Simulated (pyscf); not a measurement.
Four-centre exchange: HB=O + hydrogen fluoride (HF) → O=B–F + hydrogen (H₂)

Gas phase, singlet surface, charge 0. Bonds broken: B1–H3, F4–H5. Bonds formed: B1–F4, H3–H5. Single points on ωB97X-D3(BJ)/def2-SVP structures (PySCF, gas phase).

Transition state (Å):

```xyz
5

B      0.3750     0.7176    -0.3826
O      0.8532     1.8247    -0.2186
H      0.8607    -0.4794    -0.7092
F     -1.0524     0.1189    -0.2972
H     -0.1985    -0.6224    -0.5819
```

One imaginary mode, 1451i cm⁻¹; descent along it reached the two sides named.

```csv
bond,change,reactant side (Å),saddle,product side
B1–H3,breaks,1.184,1.332,2.7
F4–H5,breaks,0.924,1.166,2.9
B1–F4,forms,2.7,1.550,1.288
H3–H5,forms,3.5,1.076,0.760
```

Electronic energies relative to the separated reactants (kJ/mol):

| level | barrier | reaction energy | reverse barrier |
|---|---|---|---|
| ωB97X-D3(BJ)/def2-TZVP | 159.3 | -69.1 | 228.3 |
| PBE/def2-TZVP | 121.4 | -74.3 | 195.7 |
| r²SCAN/def2-TZVP | 132.7 | -80.2 | 212.9 |
| B3LYP-D3(BJ)/def2-TZVP | 155.0 | -74.7 | 229.7 |
| PBE0-D3(BJ)/def2-TZVP | 141.6 | -70.5 | 212.1 |
| M06-2X/def2-TZVP | 158.7 | -80.7 | 239.4 |
| ωB97M-D3(BJ)/def2-TZVP | 156.9 | -69.9 | 226.8 |
| HF/def2-TZVP | 236.5 | -69.8 | 306.3 |

With ωB97M-D3(BJ)/def2-TZVP energies and thermal terms (ideal gas, 1 atm, RRHO with modes under 100 cm⁻¹ raised to 100, one conformer, R ln 2 for chiral ones without a mode under 150 cm⁻¹), in kJ/mol:

| T (K) | ΔH‡ | ΔG‡ | ΔH | ΔG |
|---|---|---|---|---|
| 298 | 150.4 | 186.8 | -80.2 | -74.0 |
| 600 | 147.2 | 225.1 | -78.2 | -68.4 |
| 900 | 146.4 | 264.4 | -76.5 | -63.9 |
| 1200 | 146.8 | 303.7 | -75.2 | -59.9 |

The same reactants have a lower exit, to HO–BH–F (barrier +38.9 kJ/mol at ωB97M-D3(BJ)/def2-TZVP, against +156.9 kJ/mol here). One saddle was located; it need not be the lowest between these sides.
